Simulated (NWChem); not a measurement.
The numbers come from NWChem runs, not from measurements. System: C (-1), charge -1, spin multiplicity 4. Its SCF solution wasn't tested for a lower state. Level: UHF/def2-SVPD.

The NWChem input:

```
start mol
memory heap 200 mb stack 900 mb global 1100 mb
charge -1
geometry units angstroms nocenter noautoz
  C      0.000000     0.000000     0.000000
  symmetry group D2h
end
basis spherical
  * library def2-svpd
end
scf
  uhf
  nopen 3
  maxiter 100
  thresh 1e-7
  semidirect memsize 60000000 filesize 0
  # guess.movecs holds the orbitals of an unrestricted PBE0 run
  vectors input guess.movecs output mol.movecs
end
task scf energy
```

Part of the output:

```
             Northwest Computational Chemistry Package (NWChem) 7.3.0
             --------------------------------------------------------

                                NWChem Input Module
                                -------------------

 Scaling coordinates for geometry "geometry" by  1.889725989
 (inverse scale =  0.529177249)

                             Geometry "geometry" -> ""
                             -------------------------

 Output coordinates in angstroms (scale by  1.889725989 to convert to a.u.)

  No.       Tag          Charge          X              Y              Z
 ---- ---------------- ---------- -------------- -------------- --------------
    1 C                    6.0000     0.00000000     0.00000000     0.00000000

 Effective nuclear repulsion energy (a.u.)       0.0000000000

            Nuclear Dipole moment (a.u.)
            ----------------------------
        X                 Y               Z
 ---------------- ---------------- ----------------
     0.0000000000     0.0000000000     0.0000000000

      Symmetry information
      --------------------

 Group name             D2h
 Group number             26
 Group order               8
 No. of unique centers     1

      Symmetry unique atoms

     1


 Summary of "ao basis" -> "" (spherical)
 ------------------------------------------------------------------------------
       Tag                 Description            Shells   Functions and Types
 ---------------- ------------------------------  ------  ---------------------
 *                         def2-svpd                  on all atoms

 Summary of "ao basis" -> "ao basis" (spherical)
 ------------------------------------------------------------------------------
       Tag                 Description            Shells   Functions and Types
 ---------------- ------------------------------  ------  ---------------------
 C                         def2-svpd                 8       20   4s2p2d

                                 NWChem SCF Module
                                 -----------------

  ao basis        = "ao basis"
  functions       =    20
  atoms           =     1
  alpha electrons =     5
  beta  electrons =     2
  charge          =  -1.00
  wavefunction    = UHF
  use symmetry    = T
  symmetry adapt  = T

 Summary of "ao basis" -> "ao basis" (spherical)
 ------------------------------------------------------------------------------
       Tag                 Description            Shells   Functions and Types
 ---------------- ------------------------------  ------  ---------------------
 C                         def2-svpd                 8       20   4s2p2d

      Symmetry analysis of basis
      --------------------------

        ag          8
        au          0
        b1g         2
        b1u         2
        b2g         2
        b2u         2
        b3g         2
        b3u         2

 Forming initial guess at       0.1s

   Symmetry analysis of molecular orbitals - initial alpha
   -------------------------------------------------------

  Numbering of irreducible representations:

     1 ag          2 au          3 b1g         4 b1u         5 b2g
     6 b2u         7 b3g         8 b3u

  Orbital symmetries:

     1 ag          2 ag          3 b3u         4 b2u         5 b1u
     6 ag          7 ag          8 b2g         9 b1g        10 ag
    11 b3g        12 b3u        13 b2u        14 b1u        15 ag

   Symmetry analysis of molecular orbitals - initial beta
[...]
    9    0.6490
   10    0.6490
   11    0.6490
   12    1.1722
   13    1.1722
   14    1.1722
   15    1.2159

                    UHF Final Alpha Molecular Orbital Analysis
                    ------------------------------------------

 Vector    3  Occ=1.000000D+00  E=-5.398828D-02  Symmetry=b3u
              MO Center=  5.6D-18,  1.8D-18, -2.0D-18, r^2= 1.2D+00
   Bfn.  Coefficient  Atom+Function         Bfn.  Coefficient  Atom+Function
  ----- ------------  ---------------      ----- ------------  ---------------
     8      0.574846  1 C  px                 5      0.567762  1 C  px

 Vector    4  Occ=1.000000D+00  E=-5.398828D-02  Symmetry=b1u
              MO Center= -3.0D-30, -2.8D-18,  7.5D-19, r^2= 1.2D+00
   Bfn.  Coefficient  Atom+Function         Bfn.  Coefficient  Atom+Function
  ----- ------------  ---------------      ----- ------------  ---------------
    10      0.574846  1 C  pz                 7      0.567762  1 C  pz

 Vector    5  Occ=1.000000D+00  E=-5.398828D-02  Symmetry=b2u
              MO Center=  5.3D-29,  7.2D-18, -6.3D-30, r^2= 1.2D+00
   Bfn.  Coefficient  Atom+Function         Bfn.  Coefficient  Atom+Function
  ----- ------------  ---------------      ----- ------------  ---------------
     9      0.574846  1 C  py                 6      0.567762  1 C  py

 Vector    6  Occ=0.000000D+00  E= 3.601526D-01  Symmetry=ag
              MO Center= -1.2D-18,  8.9D-22, -9.3D-21, r^2= 6.4D+00
   Bfn.  Coefficient  Atom+Function         Bfn.  Coefficient  Atom+Function
  ----- ------------  ---------------      ----- ------------  ---------------
     4      2.589601  1 C  s                  3     -2.246157  1 C  s

 Vector    7  Occ=0.000000D+00  E= 6.046375D-01  Symmetry=ag
              MO Center= -2.1D-19, -1.0D-16, -4.2D-17, r^2= 4.2D+00
   Bfn.  Coefficient  Atom+Function         Bfn.  Coefficient  Atom+Function
  ----- ------------  ---------------      ----- ------------  ---------------
    18      0.861118  1 C  d  0              20      0.500366  1 C  d  2

 Vector    8  Occ=0.000000D+00  E= 6.046375D-01  Symmetry=b3g
              MO Center=  1.9D-25, -1.1D-15,  9.7D-17, r^2= 4.2D+00
   Bfn.  Coefficient  Atom+Function         Bfn.  Coefficient  Atom+Function
  ----- ------------  ---------------      ----- ------------  ---------------
    17      0.995937  1 C  d -1

                     UHF Final Beta Molecular Orbital Analysis
                     -----------------------------------------

 Vector    2  Occ=1.000000D+00  E=-1.387443D-01  Symmetry=ag
              MO Center=  0.0D+00,  0.0D+00,  0.0D+00, r^2= 1.3D+00
   Bfn.  Coefficient  Atom+Function         Bfn.  Coefficient  Atom+Function
  ----- ------------  ---------------      ----- ------------  ---------------
     2      0.514383  1 C  s                  4      0.316227  1 C  s
     3      0.296116  1 C  s                  1     -0.254624  1 C  s

 Vector    3  Occ=0.000000D+00  E= 3.913647D-01  Symmetry=ag
              MO Center=  1.6D-18, -1.4D-22,  1.5D-22, r^2= 6.3D+00
   Bfn.  Coefficient  Atom+Function         Bfn.  Coefficient  Atom+Function
  ----- ------------  ---------------      ----- ------------  ---------------
     4     -2.673140  1 C  s                  3      2.502646  1 C  s

 Vector    4  Occ=0.000000D+00  E= 4.881157D-01  Symmetry=b2u
              MO Center=  1.4D-31,  5.9D-17,  4.1D-32, r^2= 1.8D+00
   Bfn.  Coefficient  Atom+Function         Bfn.  Coefficient  Atom+Function
  ----- ------------  ---------------      ----- ------------  ---------------
     9      0.806829  1 C  py                 6      0.301053  1 C  py

 Vector    5  Occ=0.000000D+00  E= 4.881157D-01  Symmetry=b1u
              MO Center=  3.4D-44, -3.6D-41, -1.2D-23, r^2= 1.8D+00
   Bfn.  Coefficient  Atom+Function         Bfn.  Coefficient  Atom+Function
  ----- ------------  ---------------      ----- ------------  ---------------
    10      0.806829  1 C  pz                 7      0.301053  1 C  pz

 center of mass
 --------------
 x =   0.00000000 y =   0.00000000 z =   0.00000000

 moments of inertia (a.u.)
 ------------------
           0.000000000000           0.000000000000           0.000000000000
           0.000000000000           0.000000000000           0.000000000000
           0.000000000000           0.000000000000           0.000000000000

  Mulliken analysis of the total density
  --------------------------------------

    Atom       Charge   Shell Charges
 -----------   ------   -------------------------------------------------------
    1 C    6     7.00   1.99  1.01  0.69  0.31  1.49  1.51  0.00  0.00

  Mulliken analysis of the alpha density
  --------------------------------------

    Atom       Charge   Shell Charges
 -----------   ------   -------------------------------------------------------
    1 C    6     5.00   1.00  0.56  0.41  0.03  1.49  1.51  0.00  0.00

   Mulliken analysis of the beta density
   -------------------------------------

    Atom       Charge   Shell Charges
 -----------   ------   -------------------------------------------------------
    1 C    6     2.00   1.00  0.45  0.28  0.27  0.00  0.00  0.00  0.00

   Mulliken analysis of the spin density
   -------------------------------------

    Atom       Charge   Shell Charges
 -----------   ------   -------------------------------------------------------
    1 C    6     3.00  -0.00  0.11  0.13 -0.24  1.49  1.51  0.00 -0.00

       Multipole analysis of the density wrt the origin
       ------------------------------------------------

     L   x y z        total         alpha         beta         nuclear
     -   - - -        -----         -----         ----         -------
     0   0 0 0     -1.000000     -5.000000     -2.000000      6.000000

     1   1 0 0     -0.000000     -0.000000      0.000000      0.000000
     1   0 1 0      0.000000      0.000000      0.000000      0.000000
     1   0 0 1      0.000000      0.000000      0.000000      0.000000

     2   2 0 0     -7.146627     -5.552955     -1.593672      0.000000
     2   1 1 0      0.000000      0.000000     -0.000000      0.000000
     2   1 0 1     -0.000000     -0.000000     -0.000000      0.000000
     2   0 2 0     -7.146627     -5.552955     -1.593672      0.000000
     2   0 1 1      0.000000      0.000000     -0.000000      0.000000
     2   0 0 2     -7.146627     -5.552955     -1.593672      0.000000

 Task  times  cpu:        0.1s     wall:        0.1s

 Total times  cpu:        0.1s     wall:        0.1s
```
